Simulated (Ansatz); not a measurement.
# Molecular dynamics, step by step

C$_{2}$H$_{2}$Li (charge +1), singlet, revPBE-D4/def2-SVP (Ansatz 0.2.0). Settings (timestep in fs, temperature in K; T counts 9 degrees of freedom):

```yaml
hamiltonian: {xc: {name: revPBE}, dispersion: d4}
md: {n_steps: 30, timestep: 0.5, temperature: 100, ensemble: nve, seed: 274, initial_velocities: maxwell_boltzmann}
```

Start:

```
5
angstrom
Li -1.3360 0.4232 1.2119
C -0.0117 -0.6057 -0.3597
C 0.5393 0.4389 -0.1190
H -0.3504 -1.5573 -0.6970
H 1.1588 1.3009 -0.0361
```

```json
{"step": "0", "time (fs)": "0.00", "potential energy less the start (meV)": "0.0", "kinetic energy (meV)": "38.8", "T (K)": "100"}
{"step": "2", "time (fs)": "1.00", "potential energy less the start (meV)": "-23.3", "kinetic energy (meV)": "61.8", "T (K)": "159"}
{"step": "4", "time (fs)": "2.00", "potential energy less the start (meV)": "-35.7", "kinetic energy (meV)": "74.3", "T (K)": "192"}
{"step": "6", "time (fs)": "3.00", "potential energy less the start (meV)": "-40.6", "kinetic energy (meV)": "79.3", "T (K)": "205"}
{"step": "8", "time (fs)": "4.00", "potential energy less the start (meV)": "-47.0", "kinetic energy (meV)": "85.7", "T (K)": "221"}
{"step": "10", "time (fs)": "5.00", "potential energy less the start (meV)": "-53.9", "kinetic energy (meV)": "92.4", "T (K)": "238"}
{"step": "12", "time (fs)": "6.00", "potential energy less the start (meV)": "-49.8", "kinetic energy (meV)": "88.2", "T (K)": "228"}
{"step": "14", "time (fs)": "7.00", "potential energy less the start (meV)": "-29.2", "kinetic energy (meV)": "67.9", "T (K)": "175"}
{"step": "16", "time (fs)": "8.00", "potential energy less the start (meV)": "-6.6", "kinetic energy (meV)": "45.7", "T (K)": "118"}
{"step": "18", "time (fs)": "9.00", "potential energy less the start (meV)": "-4.5", "kinetic energy (meV)": "43.6", "T (K)": "112"}
{"step": "20", "time (fs)": "10.00", "potential energy less the start (meV)": "-23.3", "kinetic energy (meV)": "62.0", "T (K)": "160"}
{"step": "22", "time (fs)": "11.00", "potential energy less the start (meV)": "-40.1", "kinetic energy (meV)": "78.5", "T (K)": "202"}
{"step": "24", "time (fs)": "12.00", "potential energy less the start (meV)": "-37.5", "kinetic energy (meV)": "75.9", "T (K)": "196"}
{"step": "26", "time (fs)": "13.00", "potential energy less the start (meV)": "-19.5", "kinetic energy (meV)": "58.2", "T (K)": "150"}
{"step": "28", "time (fs)": "14.00", "potential energy less the start (meV)": "-2.9", "kinetic energy (meV)": "41.8", "T (K)": "108"}
{"step": "30", "time (fs)": "15.00", "potential energy less the start (meV)": "2.6", "kinetic energy (meV)": "36.2", "T (K)": "93"}
```

Step 2, positions (Å) and forces (eV/Å):

| atom | x | y | z | Fx | Fy | Fz |
| --- | --- | --- | --- | --- | --- | --- |
| Li1 | -1.336 | 0.423 | 1.212 | -0.060 | 0.017 | 0.053 |
| C2 | -0.011 | -0.605 | -0.360 | -0.859 | -2.010 | -0.615 |
| C3 | 0.541 | 0.439 | -0.120 | 0.811 | 1.341 | 0.229 |
| H4 | -0.366 | -1.576 | -0.700 | -0.202 | -0.065 | 0.112 |
| H5 | 1.149 | 1.314 | -0.027 | 0.310 | 0.718 | 0.221 |

Step 10, positions (Å) and forces (eV/Å):

```
atom       x       y       z      Fx      Fy      Fz
 Li1  -1.335   0.424   1.211  -0.044   0.004   0.037
  C2  -0.017  -0.620  -0.364   0.131  -0.101  -0.182
  C3   0.554   0.449  -0.120   0.026   0.006  -0.093
  H4  -0.427  -1.606  -0.684   0.262   0.734   0.298
  H5   1.119   1.395   0.024  -0.375  -0.643  -0.060
```

Step 28, positions (Å) and forces (eV/Å):

```
atom       x       y       z      Fx      Fy      Fz
 Li1  -1.336   0.425   1.212   0.003  -0.015  -0.006
  C2  -0.003  -0.610  -0.369  -1.555  -2.620  -0.509
  C3   0.558   0.434  -0.130   0.708   2.114   0.672
  H4  -0.521  -1.575  -0.599   0.669   0.842   0.082
  H5   0.992   1.411   0.112   0.176  -0.321  -0.239
```

Last step (30):

Li1  (-1.336, 0.426, 1.212)
C2  (-0.001, -0.608, -0.369)
C3  (0.557, 0.431, -0.131)
H4  (-0.516, -1.558, -0.590)
H5  (0.987, 1.406, 0.115)
(Å)

The run took about 30 s on 2 CPU threads of an Intel Xeon (shared host).
